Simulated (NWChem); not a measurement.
System: acetylene (C₂H₂); SMILES C#C

Results from NWChem. Geometry: optimised at B3LYP/6-31G* (spherical d). Level: PBE0/def2-SVP with COSMO at NWChem's default radii, gas-phase geometry; the question gives the dielectric constant.

Q: Estimate the computed values for dielectric constant 11.7. Quantities: electrostatic solvation energy (kcal/mol).

A: 
* **electrostatic solvation energy (kcal/mol)**: -2.8
